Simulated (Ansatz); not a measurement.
# NaH₂− (singlet): the correlation ladder at distance Na1–H2 = 3.849 Å, aug-cc-pVTZ

The task here is to estimate one member of a computed series from the others.

Computed with Ansatz 0.2.0, Gaussian basis. Level: aug-cc-pVTZ, core rule «outside noble gas», up to 5 orbitals frozen.

Plan: UHF; CCSD(T) on RHF; CCSD(T) on UHF; BCCD(T) on RHF; CCSDT(Q) on RHF; CCSDT(Q) on UHF; Full CI.

27 further runs of the same task are left out: 11 for a known fault of the program, 1 for a mislabelled method, 7 that didn't finish, 8 set aside as unsound or not needed.

## The system

The geometry derives from a PBE0/def2-TZVPD stationary point (not a proven minimum). One bond is set to the value named and the two fragments are kept rigid.

3 atoms, charge -1, spin multiplicity 1.

Atoms are counted from 1 here; the program's logs count them from 0.

Bond lengths: Na1–H3 2.066 Å.

Set-up of the first run:

File in.yaml:

```yaml
crystal:
  periodic: [false, false, false]
  atoms:
    - {symbol: Na, position_ang: [0.000000, 0.000000, 0.594413]}
    - {symbol: H, position_ang: [0.000000, 0.000000, -3.254587]}
    - {symbol: H, position_ang: [0.000000, 0.000000, 2.660173]}
basis:
  gaussian: {orbitals: aug-cc-pVTZ}
total_charge: -1
magnetization: {spin_polarized: true, initial_magnetization: 0}
hamiltonian: {xc: hf}
output: {orbitals: {seedname: orbitals}}
```

On the command line:

```bash
$ ansatz run in.yaml --threads 1 --pin off --events-out ev --progress --plain --max-ram 2393MiB
```

Among the steps run: UHF; CCSD(T) on RHF; CCSD(T) on UHF; BCCD(T) on RHF; CCSDT(Q) on RHF; CCSDT(Q) on UHF; Full CI.

One table of the session follows, with a row left open; its other results are not shown here.

It belongs to the step «Misses and costs». 

```
   method  from FCI (meV)
      RHF         +2076.9
      UHF         +2039.3
     RMP2               ?
    RCCSD            +7.3
 RCCSD(T)            +2.8
  BCCD(T)            +2.6
   RCCSDT            +0.5
RCCSDT(Q)            +0.2
      FCI               0
```

**Question.** Estimate the row for RMP2.

**Answer.** from FCI (meV): +531.5. In the column «from FCI (meV)» it lies between RCCSD (+7.3) and UHF (+2039.3).

Not comparable, so not listed: CCSD(T) on UHF; CCSDT(Q) on UHF (they don't share determinant, frozen orbitals or solution with the rows shown, or repeat one).
